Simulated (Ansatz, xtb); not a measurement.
# Two isomers of C4H10

Structure a is `CC(C)C`, a singlet and structure b is `CCCC`, a singlet. Both are isolated molecules in the gas phase, relaxed with PBE0-D3(BJ)/def2-SVP, each in the lowest conformer that the search found.

Quicker runs give these differences E(b) − E(a): GFN2-xTB +1.52 kcal/mol; HF/STO-3G +0.08 kcal/mol (at GFN2-xTB geometries); r2SCAN-D4/def2-SVP +1.25 kcal/mol (at GFN2-xTB geometries).

Task: Estimate E(b) − E(a) at the level CCSD(T)/def2-SVP + ΔMP2/def2-TZVPP.

Result: Calculated at CCSD(T)/def2-SVP + ΔMP2/def2-TZVPP: E(b) − E(a) = +1.65 kcal/mol, so structure a lies lower.

The same difference at several levels:

| level | geometry | E(b) − E(a) (kcal/mol) | departure from the last row (kcal/mol) | job, with rough time for the two |
| --- | --- | --- | --- | --- |
| GFN2-xTB | GFN2-xTB | +1.52 | −0.12 | optimisation, 1.1 s |
| HF/STO-3G | GFN2-xTB | +0.08 | −1.57 | single point, 2.5 s |
| r2SCAN-D4/def2-SVP | GFN2-xTB | +1.25 | −0.40 | single point, 12 s |
| PBE0-D3(BJ)/def2-SVP | PBE0-D3(BJ)/def2-SVP | +0.92 | −0.73 | optimisation, 64 s |
| HF/def2-SVP | PBE0-D3(BJ)/def2-SVP | +0.27 | −1.37 | part of the CCSD(T) run |
| MP2/def2-SVP | PBE0-D3(BJ)/def2-SVP | +1.73 | +0.08 | part of the CCSD(T) run |
| CCSD(T)/def2-SVP | PBE0-D3(BJ)/def2-SVP | +1.48 | −0.17 | single point |
| CCSD(T)/def2-SVP + ΔMP2/def2-TZVPP | PBE0-D3(BJ)/def2-SVP | +1.65 |  | single point, 72 s |

As drawn, both hold the same kinds of bond in the same numbers. Structure a has 3 methyl groups, b 2.

HF/STO-3G, HF/def2-SVP find them nearly level. The largest departure from CCSD(T)/def2-SVP + ΔMP2/def2-TZVPP is that of HF/STO-3G, 1.57 kcal/mol. The last row adds to CCSD(T) the change of the MP2 difference between the two basis sets, here +0.17 kcal/mol.

With harmonic frequencies from PBE0-D3(BJ)/def2-SVP (ideal gas, rigid rotor, one conformer each, 400 K, 1 atm): the zero-point term adds +0.31 kcal/mol; ΔH is +1.96 and ΔG +1.31 kcal/mol.

The correlated steps freeze 4 core orbitals. Run with Ansatz 0.2.0, xtb 6.7.1; the last row on 2 threads of AMD EPYC (Zen 3) on a shared host.
